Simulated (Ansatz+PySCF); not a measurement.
**doublet CH4O(+): levels of theory in one basis**

| atom | x (Å) | y (Å) | z (Å) |
| --- | --- | --- | --- |
| C | 0.0000 | 0.0736 | -0.3393 |
| O | 0.0000 | -0.5404 | 0.8687 |
| H | 0.7877 | -0.3830 | -0.9172 |
| H | 0.0000 | 0.0738 | 1.6412 |
| H | 0.0000 | 1.1589 | -0.3361 |
| H | -0.7877 | -0.3830 | -0.9172 |

Basis set: cc-pVTZ (spherical functions). Left uncorrelated: 2 orbitals. Correlation on ROHF uses semicanonical orbitals with singles. Charge 1, multiplicity 2.

Computed with Ansatz (development build ahead of 0.2.0); each method stands on the lowest determinant of its kind that the runs found.

```tsv
method	E − E(ROHF) (eV)	<S²> of the determinant
ROHF	0.00	0.75
UHF	-0.20	0.77
ROHF-MP2	-10.43	–
```

What does ROHF-CCSD(T) give on the same scale?

-11.66 eV.

Is a single determinant a sound starting point here?

It is doubtful. Unrestricted orbitals gain 0.20 eV with <S²> 0.77 against 0.75 for a pure state, but the cluster amplitudes or the share of triples are large.

Caution for ROHF-MP2, ROHF-CCSD(T): large amplitudes, a single reference is doubtful.
